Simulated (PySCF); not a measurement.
## Identify the compound

An unknown has the formula C4H3N. Its calculated NMR data are:

1H NMR (600 MHz, computed): δ 5.42 (m, 2H), 5.35 (m, 1H).

13C{1H} NMR (computed): δ 235.0 (C), 117.1 (C), 83.0 (CH2), 72.1 (CH).

[PySCF 2.14: GIAO B97-2/pcSseg-2 shieldings; structure optimised with PBE0-D3(BJ)/def2-TZVP; a single conformation; gas phase; fast rotation and ring inversion assumed for equivalent nuclei; relativity neglected]

Shifts are taken against calculated references (same method and geometry level): TMS for 1H, 13C.

Q: Propose a structure and justify it.

A: 
- Rings plus π bonds: 4 (no ring in the answer).
- 4 carbon signals for 4 carbons: no two carbons are equivalent.
- Carbon types of the structure: 2 × C, 1 × CH, 1 × CH2, which accounts for all hydrogens.
- δC 235.0: central carbon of an allene; the central sp carbon of an allene is among the most deshielded carbons of hydrocarbons.
- δC 117.1: nitrile carbon; this is the usual window of a C≡N carbon, which has no attached hydrogen.
- δC 83.0, 72.1: terminal carbon of a cumulated C=C=C unit.
- δH 5.42, 5.35: hydrogen on a terminal carbon of a cumulated C=C=C unit; a vinylic proton, deshielded by the sp2 carbon and the C=C anisotropy.

Structure: SMILES N#CC=C=C.

The data come from this structure; uniqueness wasn't tested.

Shifts are as computed. Against solution values, carbons near 30 ppm lie about +3 ppm off and those near 130 ppm about +7 ppm. Of 1211 compounds with measured shifts, 218 miss one by over three times the rms of a fit or turn the order of signals round; such compounds aren't used in these exercises. Multiplicities follow the n + 1 count of equivalent neighbours, as no J values were calculated; m marks all less simple cases, F and P coupling included.
